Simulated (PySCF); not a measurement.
# S2F2 (SMILES FSSF) at 6 levels

We compute a comparison of 6 runs (HF/STO-3G, HF/3-21G, HF/def2-SVPD, SVWN5/6-31G, B3LYP/6-31G*, PBE0/def2-SVP) of S2F2. The job is set up through a Python script.

The calculation is run with PySCF 2.14.0.

### Step 1. The structure to begin with

S2F2 has 4 atoms, charge 0, and is taken as a singlet. As SMILES, `FSSF`. Geometry: relaxed at PBE0-D4/def2-TZVP.

Bond lengths: F1–S2 1.631 Å, S2–S3 1.890 Å, S3–F4 1.631 Å. Angles: F1–S2–S3 108.6°, S2–S3–F4 108.6°.

### Step 2. Energy and forces at HF/STO-3G (run 1)

Contents of job.py:

```python
import pyscf.grad
from pyscf import gto, scf

mol = gto.Mole()
mol.atom = '''
F     -3.370799    -0.377813    -1.174635
S     -0.883768     1.444034    -1.195006
S      1.974745    -0.522301    -0.349070
F      2.279784    -0.543901     2.718711
'''
mol.max_memory = 1860
mol.verbose = 4
mol.charge = 0
mol.unit = 'bohr'
mol.basis = 'sto-3g'
mol.build()

myscf = scf.RHF(mol)
myscf.conv_tol = 1e-10
myscf.kernel()
if not myscf.converged:
    myscf = myscf.newton().run(myscf.mo_coeff, myscf.mo_occ)

e_final = myscf.e_tot
print('E = %.10f Eh' % e_final)
grad = myscf.Gradients().kernel()
dip = myscf.dip_moment()
pop, q = myscf.mulliken_pop()
```

Run with:

```bash
$ OMP_NUM_THREADS=1 python job.py
```

Standard output:

```text
PySCF version 2.14.0

[... 56 lines left out ...]
converged SCF energy = -982.331905283353
[... 11 lines left out ...]
Dipole moment(X, Y, Z, Debye):  0.23708,  0.20028, -0.33552
[... 33 lines left out ...]
charge of    3F =     -0.19696
```

It took 1.7 s on 1 thread of Arm Neoverse N1, shared host; peak memory 0.12 GiB.

### Step 3. Energy and forces at HF/3-21G (run 2)

Contents of mol.xyz:

```xyz
4

F     -1.783750    -0.199930    -0.621590
S     -0.467670     0.764150    -0.632370
S      1.044990    -0.276390    -0.184720
F      1.206410    -0.287820     1.438680
```

Contents of job.py:

```python
import pyscf.grad
from pyscf import gto

system = gto.M(
    atom='mol.xyz',
    verbose=3,
    max_memory=1860,
    charge=0,
    basis='3-21g',
)

mf = system.RHF()
mf.conv_tol = 1e-10
mf.kernel()
if not mf.converged:
    mf = mf.newton().run(mf.mo_coeff, mf.mo_occ)

energy = mf.e_tot
print(f'total energy: {energy:.8f} hartree')
grad = mf.Gradients().kernel()
mf.analyze()
```

Run with:

```bash
$ OMP_NUM_THREADS=1 python job.py
```

Standard output:

```text
converged SCF energy = -988.785806598045
[... 12 lines left out ...]
MO #4   energy= -26.1822833485173  occ= 2
[... 7 lines left out ...]
MO #12  energy= -6.70583018544469  occ= 2
[... 7 lines left out ...]
MO #20  energy= -0.67076794156741  occ= 2
[... 7 lines left out ...]
MO #28  energy= 0.14477191094273   occ= 0
[... 7 lines left out ...]
MO #36  energy= 0.777168745331948  occ= 0
[... 7 lines left out ...]
MO #44  energy= 3.65181407131549   occ= 0
[... 5 lines left out ...]
Dipole moment(X, Y, Z, Debye):  0.91880,  0.77623, -1.30035
```

Wall time 1.8 s (1 thread of Arm Neoverse N1, shared host); peak memory 0.12 GiB.

Run 3 isn't shown in full; the table further down has it.

### Step 4. Energy and gradient at SVWN5/6-31G (run 4)

Contents of geometry.xyz:

```xyz
4
F2S2
F     -1.783750    -0.199930    -0.621590
S     -0.467670     0.764150    -0.632370
S      1.044990    -0.276390    -0.184720
F      1.206410    -0.287820     1.438680
```

Contents of input.py:

```python
# Difluorodisulfane
import pyscf.grad
from pyscf import gto, dft

mol = gto.Mole()
mol.atom = 'geometry.xyz'
mol.verbose = 3
mol.charge = 0
mol.basis = '6-31g'
mol.max_memory = 1860
mol.build()

mf = dft.RKS(mol, xc='svwn')
mf.grids.level = 5
mf.conv_tol = 1e-10
mf.kernel()
if not mf.converged:
    mf = mf.newton().run(mf.mo_coeff, mf.mo_occ)

e_tot = mf.e_tot
print('E(%s) = %.9f' % ('SVWN5', e_tot))
grad = mf.Gradients().kernel()
mf.analyze()
```

Run with:

```bash
$ OMP_NUM_THREADS=1 python input.py
```

Standard output:

```text
converged SCF energy = -991.838153134371
[... 12 lines left out ...]
MO #4   energy= -24.1119539386128  occ= 2
[... 7 lines left out ...]
MO #12  energy= -5.79691179713387  occ= 2
[... 7 lines left out ...]
MO #20  energy= -0.397080804970592 occ= 2
[... 7 lines left out ...]
MO #28  energy= -0.0462686097532019 occ= 0
[... 7 lines left out ...]
MO #36  energy= 0.424622830493597  occ= 0
[... 7 lines left out ...]
MO #44  energy= 1.6448283993302    occ= 0
[... 5 lines left out ...]
Dipole moment(X, Y, Z, Debye):  0.84517,  0.71374, -1.19579
```

Wall time 9 s (1 thread of Arm Neoverse N1, shared host); peak memory 0.28 GiB.

Run 5 isn't shown in full; the table further down has it.

### Step 5. Energy and forces at PBE0/def2-SVP (run 6)

Contents of input.py:

```python
import pyscf.grad
from pyscf import gto, dft

mol = gto.Mole()
mol.atom = '''
F     -3.370799    -0.377813    -1.174635
S     -0.883768     1.444034    -1.195006
S      1.974745    -0.522301    -0.349070
F      2.279784    -0.543901     2.718711
'''
mol.basis = 'def2-svp'
mol.max_memory = 1860
mol.spin = 0
mol.unit = 'bohr'
mol.verbose = 4
mol.build()

ks = dft.RKS(mol, xc='pbe0')
ks.grids.level = 5
ks.conv_tol = 1e-10
ks.kernel()
if not ks.converged:
    ks = ks.newton().run(ks.mo_coeff, ks.mo_occ)

e_final = ks.e_tot
print('E(%s) = %.9f' % ('PBE0', e_final))
grad = ks.Gradients().kernel()
ks.analyze()
```

Run with:

```bash
$ OMP_NUM_THREADS=1 python input.py
```

Standard output:

```text
PySCF version 2.14.0

[... 89 lines left out ...]
Two-electron Coulomb Energy =          681.935572287203172
[... 14 lines left out ...]
MO #12  energy= -6.04543267010435  occ= 2
[... 12 lines left out ...]
MO #25  energy= -0.307501127936652 occ= 2
[... 12 lines left out ...]
MO #38  energy= 0.669283678835486  occ= 0
[... 12 lines left out ...]
MO #51  energy= 1.27748884728023   occ= 0
[... 12 lines left out ...]
MO #64  energy= 3.41257100652476   occ= 0
[... 71 lines left out ...]
Dipole moment(X, Y, Z, Debye):  0.83119,  0.70218, -1.17629
```

Run time: 18 s. Hardware: 1 thread of Arm Neoverse N1, shared host; peak memory 0.63 GiB.

### Step 6. Overview of the runs

| run | level | integration grid | energy (Eh) | dipole moment (D) | HOMO energy (eV) | LUMO energy (eV) | wall time |
| --- | --- | --- | --- | --- | --- | --- | --- |
| 1 | HF/STO-3G | – | -982.331905 | 0.46 | -7.68 | 9.62 | 1.7 s |
| 2 | HF/3-21G | – | -988.785807 | 1.77 | -11.69 | 2.99 | 1.8 s |
| 3 | HF/def2-SVPD | – | -993.469420 | 1.70 | -11.78 | 1.67 | 9.3 s |
| 4 | SVWN5/6-31G | 5 | -991.838153 | 1.63 | -7.18 | -2.83 | 9 s |
| 5 | B3LYP/6-31G* (spherical functions) | 5 | -995.991276 | 1.40 | -7.91 | -1.38 | 23 s |
| 6 | PBE0/def2-SVP | 5 | -995.136835 | 1.60 | -8.37 | -1.26 | 18 s |

### Step 7. Outcome

```
                       quantity          value
            run 6: total energy  -995.13683 Eh
           run 6: dipole moment         1.60 D
             run 6: HOMO energy       -8.37 eV
             run 6: LUMO energy       -1.26 eV
           run 6: HOMO–LUMO gap        7.11 eV
run 6: largest force on an atom     0.941 eV/Å
```

The dipole moment (its size) runs from 0.46 D (HF/STO-3G) to 1.77 D (HF/3-21G). The HOMO–LUMO gap runs from 4.35 eV (SVWN5/6-31G) to 17.30 eV (HF/STO-3G). The two ends differ in method and basis. Totals of different functionals can't be ranked against each other. In run 1 the basis is minimal, so the values are rough. All runs together took 63 s, the longest 23 s.
